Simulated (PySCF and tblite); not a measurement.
The numbers below are computed, except where a source is named.
System: C3H4S, numbered as in [CH2:1]=[CH:2][CH:3]=[S:4].

For the rotation about the C2–C3 bond (torsion C1–C2–C3–S4 from 180° to 360°, rising): electronic barrier 9.53 kcal/mol, zero-point change -0.64 kcal/mol, thermal and entropy terms at 200 K a further 0.08 kcal/mol (symmetry numbers apart). The minimum is Cs, the saddle C1. The path came from a restrained scan, a climbing-image band and a saddle search at GFN2-xTB; energies are PBE0/pcSseg-2 + D3(BJ)//PBE0-D3(BJ)/def2-SVP, thermal terms GFN2-xTB. Rate constants are transition-state-theory values, counting equivalent paths, without tunnelling. Run with tblite and PySCF.

How many equivalent paths lead out of the minimum?

2: the symmetry number of the minimum is 1, that of the saddle displaced along its mode 1, and the displaced saddle is chiral while the minimum is not, which doubles the count.

Work out the rate at 200 K.

ΔG‡ = 8.97 kcal/mol; k_B T/h = 4.2×10¹² s⁻¹; exp(−ΔG‡/RT) = 1.6×10⁻¹⁰; times 2 gives k = 1320 s⁻¹. Wigner's tunnelling factor for the 198i cm⁻¹ mode would be 1.08.
